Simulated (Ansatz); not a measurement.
**Rubidium, bcc: convergence with the k-point mesh**

Computed with Ansatz, r²SCAN, scalar-relativistic PAW, on the relaxed cell (a = 5.735 Å; spin not included). Errors count from a run at 500 eV on a Γ-centred 13×13×13 mesh with Fermi-Dirac smearing of 0.1 eV, extrapolated to zero width. Fixed here: cutoff 500 eV, Fermi-Dirac width 0.1 eV. The SCF starts from atomic densities corrected by a trained network.

| k-mesh | E(σ→0) error (meV/atom) | P (GPa) | SCF iterations |
| --- | --- | --- | --- |
| 1×1×1 | -1131.7 | -0.34 | 6 |
| 2×2×2 | 457.0 | -0.14 | 7 |
| 3×3×3 | -90.2 | -0.07 | 6 |
| 4×4×4 | 49.5 | 0.08 | 6 |
| 5×5×5 | -5.7 | 0.01 | 6 |
| 6×6×6 | 11.4 | 0.03 | 7 |
| 8×8×8 | 4.0 | 0.02 | 7 |
| 11×11×11 | -0.8 | 0.02 | 7 |

Within 5 meV/atom of the last row: from 8×8×8 on.
